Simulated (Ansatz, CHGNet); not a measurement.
For zinc-blende BAs, the machine-learned potential CHGNet-r²SCAN (trained on r²SCAN data) gives:

* **lattice constant a**: 4.818 Å
* **elastic constant C11**: 141 GPa
* **elastic constant C44**: 17.7 GPa
* **Voigt–Reuss–Hill shear modulus**: 8.0 GPa

Problem. What does HSE06 (plane waves, PAW; Ansatz, an electronic-structure program) give for the same quantities?

Solution. 
- lattice constant a: 4.772 Å (falls by 1.0 %)
- elastic constant C11: 296 GPa (rises by 110 %)
- elastic constant C44: 160 GPa (goes up by 800 %)
- Voigt–Reuss–Hill shear modulus: 139 GPa (goes up by 1600 %)

For comparison: lattice constant a 4.777 Å (measured, room temperature, not corrected to a static lattice; as tabulated in Lucero et al. (2012), arXiv:1111.4515); elastic constant C11 285 GPa (measured, room temperature, not corrected to a static lattice; as tabulated in Kang et al. (2019), arXiv:1911.11281); elastic constant C44 149 GPa (measured, room temperature, no zero-point or thermal correction, sources range from 149 to 173; as tabulated in Kang et al. (2019), arXiv:1911.11281).

Changes are worked out from the printed values.

Unless a cell is named, each level is at its own relaxed cell (CHGNet-r²SCAN 13.98, HSE06 13.58 Å³/atom).

Ansatz's density-functional and Hartree–Fock values are scalar-relativistic unless marked +SOC, with PAW data made under PBE.
